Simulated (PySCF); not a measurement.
C$_{5}$H$_{5}$N, charge +1, doublet, at a GFN2-xTB geometry (a state made from the parent by changing its charge; the spin is typed, not shown lowest); CAMB3LYP/STO-3G (PySCF).

Input for PySCF:
```python
from pyscf import gto, scf, dft

mol = gto.M(
    atom='''
C    -0.44127259    1.25885417    0.04128929
C    -1.34713651    0.23476813   -0.15761661
C    -0.83943962   -1.07087653   -0.19390255
N     0.43131344   -1.23044291   -0.04035742
C     1.32782964   -0.32239336    0.14820455
C     0.90937434    1.01407157    0.19857743
H    -0.80051802    2.28370282    0.07490340
H    -2.40856432    0.39067044   -0.28409065
H    -1.47743455   -1.93292137   -0.34505876
H     2.36712568   -0.60517282    0.26181154
H     1.64406551    1.79027743    0.35562378
''',
    basis='sto-3g',
    charge=1,
    spin=1,
    verbose=5,
)

mf = dft.UKS(mol)
mf.xc = 'camb3lyp'
mf.kernel()
```

Question: Predict the main parts of the log of this PySCF run.

Answer: 
```
PySCF version 2.14.0

[INPUT] verbose = 5
[INPUT] max_memory = 4000
[INPUT] num. atoms = 11
[INPUT] num. electrons = 41
[INPUT] charge = 1
[INPUT] spin (= nelec alpha-beta = 2S) = 1
[INPUT] symmetry False subgroup None
[INPUT] Mole.unit = angstrom
[INPUT] Symbol           X                Y                Z      unit          X                Y                Z       unit  Magmom
[...]
[INPUT] ---------------- BASIS SET ----------------
[INPUT] l, kappa, [nprim/nctr], expnt,             c_1 c_2 ...
[INPUT] H
[...]
                                0.62391373        0.53532814
                                0.1688554         0.44463454
[INPUT] C
[...]
                                13.045096         0.53532814
                                3.5305122         0.44463454
[...]
                                0.6834831         0.39951283
                                0.2222899         0.70011547
[...]
                                0.6834831         0.60768372
                                0.2222899         0.39195739
[INPUT] N
[...]
                                18.052312         0.53532814
                                4.8856602         0.44463454
[...]
                                0.8784966         0.39951283
                                0.2857144         0.70011547
[...]
                                0.8784966         0.60768372
                                0.2857144         0.39195739

nuclear repulsion = 208.653434833071
number of shells = 23
number of NR pGTOs = 105
number of NR cGTOs = 35
basis = sto-3g
ecp = {}

******** <class 'pyscf.dft.uks.UKS'> ********
method = UKS
initial guess = minao
damping factor = 0
level_shift factor = 0
DIIS = <class 'pyscf.scf.diis.CDIIS'>
diis_start_cycle = 1
diis_space = 8
diis_damp = 0
SCF conv_tol = 1e-09
SCF conv_tol_grad = None
SCF max_cycles = 50
direct_scf = True
direct_scf_tol = 1e-13
number electrons alpha = 21  beta = 20
XC library pyscf.dft.libxc version 7.1.2
    S. Lehtola, C. Steigemann, M. J. T. Oliveira, and M. A. L. Marques,  SoftwareX 7, 1–5 (2018)
XC functionals = camb3lyp
    T. Yanai, D. P. Tew, and N. C. Handy,  Chem. Phys. Lett. 393, 51 (2004)
radial grids:
    Treutler-Ahlrichs [JCP 102, 346 (1995); DOI:10.1063/1.469408] (M4) radial grids

becke partition: Becke, JCP 88, 2547 (1988); DOI:10.1063/1.454033
pruning grids: <function nwchem_prune>
grids dens level: 3
symmetrized grids: False
atomic radii adjust function: <function treutler_atomic_radii_adjust>
small_rho_cutoff = 0
Set gradient conv threshold to 3.16228e-05
atom C rad-grids = 75, ang-grids = [ 50  50  50  50  50  50  50  50  50  50  50  50  50  50  50  50  50  50
  50  50  50  50  86  86  86  86  86  86  86  86  86  86 266 266 266 266
 266 266 302 302 302 302 302 302 302 302 302 302 302 302 302 302 302 302
 302 302 302 302 266 266 266 266 266 266 266 266 266 266 266 266 266 266
 266 266 266]
atom N rad-grids = 75, ang-grids = [ 50  50  50  50  50  50  50  50  50  50  50  50  50  50  50  50  50  50
  50  50  50  50  50  86  86  86  86  86  86  86  86  86  86 266 266 266
 266 266 266 266 302 302 302 302 302 302 302 302 302 302 302 302 302 302
 302 302 302 302 302 302 266 266 266 266 266 266 266 266 266 266 266 266
 266 266 266]
atom H rad-grids = 50, ang-grids = [ 50  50  50  50  50  50  50  50  50  50  50  50  50  50  50  86  86  86
  86 266 266 266 266 266 302 302 302 302 302 302 302 302 302 302 302 302
 302 266 266 266 266 266 266 266 266 266 266 266 266 266]
tot_boxes 2720, boxes in each direction [15 14  8]
Padding 4 grids
tot grids = 133536
nelec by numeric integration = [20.88050495 20.88050495]
E1 = -742.3882622732968  E2 = 287.1918905941303  Ecoul = 323.49376740249824  Exc = -36.30187680836794
init E= -246.542936846096
cond(S) = 15.106160403356439

  alpha mo_energy =
[-14.3388319  -10.13011884 -10.1277308  -10.12741904 -10.12582533
 -10.12572841  -1.31631391  -1.05821736  -1.01046065  -0.76217369
  -0.73744808  -0.59206041  -0.51068181  -0.49940384  -0.43799934
  -0.43588206  -0.40012005  -0.36176184  -0.28706472  -0.23804788
  -0.22417434   0.01708952   0.02992765   0.20229893   0.33098767
   0.3861284    0.38804242   0.4210651    0.43575682   0.52154048
   0.55588291   0.57635741   0.5941628    0.75410007   0.78966621]
  beta  mo_energy =
[-14.3388319  -10.13011884 -10.1277308  -10.12741904 -10.12582533
 -10.12572841  -1.31631391  -1.05821736  -1.01046065  -0.76217369
  -0.73744808  -0.59206041  -0.51068181  -0.49940384  -0.43799934
  -0.43588206  -0.40012005  -0.36176184  -0.28706472  -0.23804788
  -0.22417434   0.01708952   0.02992765   0.20229893   0.33098767
   0.3861284    0.38804242   0.4210651    0.43575682   0.52154048
   0.55588291   0.57635741   0.5941628    0.75410007   0.78966621]
multiplicity <S^2> = 0.75  2S+1 = 2
nelec by numeric integration = [20.99998449 19.99998519]
E1 = -731.1924062741213  E2 = 277.8336324436022  Ecoul = 313.0110418622747  Exc = -35.17740941867247
cycle= 1 E= -244.705338997448  delta_E= 1.84  |g|= 0.187  |ddm|= 3.36
  alpha mo_energy =
[-14.66818984 -10.53239793 -10.53224469 -10.37199598 -10.37198003
 -10.35409749  -1.38236293  -1.14135624  -1.12533405  -0.97744476
  -0.94698715  -0.86844449  -0.81714533  -0.76816039  -0.75866808
  -0.7584888   -0.69650797  -0.65893258  -0.59844825  -0.57378292
  -0.56980928  -0.18339766  -0.17094833   0.02512992   0.14618342
   0.17692034   0.18605712   0.23669669   0.264191     0.30595914
   0.35995478   0.36604065   0.39783883   0.53609954   0.57610057]
  beta  mo_energy =
[-14.65886285 -10.53142535 -10.53126652 -10.37048807 -10.37046381
 -10.35390787  -1.36031882  -1.13145864  -1.11456232  -0.96538737
  -0.93359288  -0.84375529  -0.80789182  -0.7589448   -0.75032476
  -0.73821367  -0.65819475  -0.65422955  -0.56941667  -0.56689929
  -0.35780221  -0.17519521  -0.16873735   0.02859406   0.16128599
   0.18573825   0.19673415   0.24727844   0.27053576   0.32408005
   0.36826566   0.37412451   0.4092295    0.5462937    0.58394149]
[...]
   0.38356685   0.38784292   0.41179537   0.55728614   0.59812443]
  beta  mo_energy =
[-14.64186241 -10.42778922 -10.42762485 -10.36504207 -10.36502316
 -10.36090825  -1.31211394  -1.1020846   -1.09027887  -0.94503614
  -0.90976489  -0.82054402  -0.78219614  -0.74471305  -0.72272345
  -0.71749488  -0.65898164  -0.64974674  -0.5600933   -0.53211527
  -0.31544206  -0.14867099  -0.13798051   0.04803824   0.18913324
   0.20678522   0.22061664   0.27976708   0.28273846   0.34937561
   0.38910504   0.39233922   0.42433186   0.56859225   0.60523698]
multiplicity <S^2> = 0.75856914  2S+1 = 2.0085509
nelec by numeric integration = [20.99998487 19.9999856 ]
E1 = -732.2798354934271  E2 = 278.8821715233133  Ecoul = 314.1144133856159  Exc = -35.23224186230262
cycle= 10 E= -244.744229137043  delta_E= -1.22e-06  |g|= 0.000134  |ddm|= 0.00452
  alpha mo_energy =
[-14.65666417 -10.4270012  -10.42684047 -10.36680304 -10.36679725
 -10.36006702  -1.3415905   -1.11183684  -1.09686446  -0.95505717
  -0.92033773  -0.84720518  -0.79025397  -0.7509232   -0.73855697
  -0.72885273  -0.7018563   -0.6539439   -0.59156189  -0.56770528
  -0.53127366  -0.15709405  -0.13826187   0.04419125   0.18457429
   0.19308502   0.21330783   0.27262784   0.27929757   0.33553724
   0.38356988   0.38783301   0.41179217   0.55728199   0.5981216 ]
  beta  mo_energy =
[-14.64189503 -10.4277978  -10.42763338 -10.3650659  -10.36504752
 -10.36088445  -1.3121344   -1.10208439  -1.09029373  -0.94503375
  -0.90977505  -0.82054885  -0.78220495  -0.74471829  -0.72275114
  -0.71750197  -0.65897261  -0.64974791  -0.56009056  -0.53211537
  -0.31545774  -0.14871257  -0.13796354   0.04803602   0.18914201
   0.20677386   0.22061122   0.27976075   0.28274088   0.34937039
   0.38910501   0.39233431   0.42432413   0.56858224   0.60523028]
multiplicity <S^2> = 0.75865582  2S+1 = 2.0086372
nelec by numeric integration = [20.99998487 19.9999856 ]
E1 = -732.279931054277  E2 = 278.8822670260993  Ecoul = 314.11452550694423  Exc = -35.23225848084489
cycle= 11 E= -244.744229195107  delta_E= -5.81e-08  |g|= 2.85e-05  |ddm|= 0.000896
  alpha mo_energy =
[-14.6566519  -10.42697802 -10.42681729 -10.36680271 -10.36679695
 -10.360068    -1.34157623  -1.11183578  -1.09685484  -0.95505321
  -0.92033281  -0.84719859  -0.79024759  -0.75092306  -0.73854233
  -0.72884675  -0.70185603  -0.65394396  -0.59155641  -0.56770411
  -0.53126914  -0.15708306  -0.13825866   0.04419456   0.18457348
   0.19309585   0.21331228   0.2726329    0.27929775   0.33554134
   0.38357262   0.38783836   0.41179629   0.55728794   0.5981253 ]
  beta  mo_energy =
[-14.6418841  -10.42777537 -10.42761095 -10.36506369 -10.36504526
 -10.36088721  -1.31212363  -1.1020833   -1.09028396  -0.94502854
  -0.90977128  -0.82054397  -0.78219897  -0.74471788  -0.72274562
  -0.71749631  -0.65897301  -0.64974706  -0.56009023  -0.5321053
  -0.31544888  -0.14871091  -0.13795234   0.04804118   0.18914094
   0.20678362   0.22061662   0.27976758   0.28274125   0.34937506
   0.38910832   0.39234016   0.42432703   0.56858795   0.6052348 ]
multiplicity <S^2> = 0.75865555  2S+1 = 2.0086369
nelec by numeric integration = [20.99998487 19.9999856 ]
E1 = -732.2798485815326  E2 = 278.88218455192197  Ecoul = 314.1144417174406  Exc = -35.232257165518654
cycle= 12 E= -244.74422919654  delta_E= -1.43e-09  |g|= 1.3e-05  |ddm|= 0.000101
  alpha mo_energy =
[-14.65664924 -10.42698624 -10.42682552 -10.36679958 -10.3667938
 -10.36006401  -1.34157744  -1.1118348   -1.09685691  -0.95505348
  -0.92033338  -0.84719939  -0.79024829  -0.75092298  -0.73854263
  -0.72884831  -0.70185452  -0.6539432   -0.59155592  -0.56770305
  -0.53127125  -0.15708275  -0.13826014   0.04419449   0.18457367
   0.19309399   0.21331102   0.27263148   0.27929829   0.33554039
   0.383572     0.38783712   0.41179674   0.55728792   0.59812512]
  beta  mo_energy =
[-14.6418819  -10.4277836  -10.42761918 -10.36506022 -10.36504178
 -10.36088338  -1.31212566  -1.102082    -1.0902859   -0.94502846
  -0.9097722   -0.82054487  -0.78219965  -0.74471752  -0.7227476
  -0.71749733  -0.65897176  -0.64974632  -0.56008897  -0.53210678
  -0.31545018  -0.1487122   -0.13795211   0.04804148   0.18914126
   0.20678075   0.22061552   0.27976676   0.28274204   0.34937471
   0.38910779   0.39233924   0.42432742   0.56858765   0.60523508]
multiplicity <S^2> = 0.75865628  2S+1 = 2.0086376
nelec by numeric integration = [20.99998487 19.9999856 ]
E1 = -732.2798509183083  E2 = 278.8821868885434  Ecoul = 314.11444341783636  Exc = -35.23225652929298
cycle= 13 E= -244.744229196694  delta_E= -1.54e-10  |g|= 2.96e-06  |ddm|= 2.64e-05
  alpha mo_energy =
[-14.65664893 -10.42698614 -10.42682542 -10.36680205 -10.36679628
 -10.36006786  -1.34157753  -1.11183637  -1.09685735  -0.95505421
  -0.92033422  -0.84719966  -0.79024908  -0.75092345  -0.73854254
  -0.72884883  -0.70185533  -0.65394414  -0.59155634  -0.56770452
  -0.53127201  -0.15708337  -0.13826131   0.04419318   0.18457322
   0.19309406   0.21331074   0.2726308    0.27929706   0.33553964
   0.38357116   0.38783656   0.41179591   0.55728679   0.59812375]
  beta  mo_energy =
[-14.64188172 -10.42778347 -10.42761905 -10.36506263 -10.36504418
 -10.36088722  -1.31212599  -1.10208351  -1.0902863   -0.94502915
  -0.90977295  -0.82054534  -0.78220038  -0.74471805  -0.72274811
  -0.71749791  -0.65897279  -0.64974732  -0.56009029  -0.53210724
  -0.31545008  -0.14871337  -0.13795279   0.04804037   0.18914061
   0.20678067   0.22061516   0.27976609   0.28274086   0.34937401
   0.389107     0.39233866   0.4243265    0.56858666   0.60523385]
multiplicity <S^2> = 0.758656  2S+1 = 2.0086374
nelec by numeric integration = [20.99998487 19.9999856 ]
E1 = -732.2798608972796  E2 = 278.88219686750335  Ecoul = 314.11445386909145  Exc = -35.232257001588124
Extra cycle  E= -244.744229196706  delta_E= -1.14e-11  |g|= 2.27e-06  |ddm|= 8.17e-06
converged SCF energy = -244.744229196706  <S^2> = 0.758656  2S+1 = 2.0086374
```
